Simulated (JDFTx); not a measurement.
System: sulfur dioxide, SO2 (SMILES O=S=O), charge 0, multiplicity 1; geometry: optimised with GFN2-xTB in vacuum (no frequencies checked; largest PBE force component 1.3 eV/Å). Z-matrix (Å, degrees):
```
S
O 1 1.4339
O 1 1.4341 2 116.37
```

Level of theory: PBE, GBRV ultrasoft potentials, plane waves to 20/100 Ha; code: a modified build of JDFTx. Liquid: CANDLE, water, 1 M NaF. The liquid run sits in a periodic box with 3.75 Å from the outermost atoms to the faces; the vacuum run is isolated. The box matters at about 0.01 eV. ΔG_solv is the difference of the two single-point energies, liquid minus vacuum; no corrections are added.

The values are those of the intact species: the continuum can't coordinate to it or react with it.

### Question
Estimate the solvation energy and its parts.

### Answer
The solvation energy is -7.3 kJ/mol and the part: cavitation term of the fluid is 33 kJ/mol. The part: dispersion term of the fluid is -20.6 kJ/mol and the part: electrostatic term of the fluid comes out as -24.8 kJ/mol. The part: distortion of the solute's electrons comes out as 5.1 kJ/mol, the dipole moment in vacuum comes out as 1.64 D and the dipole moment in the liquid is 2.30 D. The highest occupied level in vacuum (zero: vacuum level) comes out as -8.15 eV and the highest occupied level in the liquid (zero: bulk electrolyte) is -7.83 eV.
